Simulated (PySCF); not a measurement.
**Relaxation of singlet SO2F2**

These are results of PySCF, PBE0, basis S def2-SVP, O def2-SVP, F def2-SVP (no relativity, density fitting), not measurements. A (50,194) grid was used.

A hand-made square planar (ligand arrangement 2) start, of D2h symmetry, held to at least that symmetry:

Coordinates in bohr (charge 0 multiplicity 1):
```
S     0.0000    0.0000    0.0000
O     0.0000    2.8535    0.0000
O     0.0000   -2.8535    0.0000
F     3.1558    0.0000    0.0000
F    -3.1558    0.0000    0.0000
```

Question: What forces act on the atoms at the start (eV/Å)?

Answer: 
```
atom     Fx     Fy    Fz
  S1   0.00   0.00  0.00
  O2   0.00  -2.33  0.00
  O3   0.00   2.33  0.00
  F4  -0.56   0.00  0.00
  F5   0.56   0.00  0.00
```

Question: What does it relax to?

Answer: It ends at D2h with S–F 1.656 Å (×2), S–O 1.466 Å (×2); F–S–F 180.0°, F–S–O 90.0° (×4), O–S–O 180.0°. A frequency run shows 1 imaginary mode, down to 244i cm⁻¹, so it is a saddle point. Other isomers or separated fragments may lie lower.

Question: How much energy is released, and in how many steps?

Answer: 11.2 kJ/mol in 4 steps.
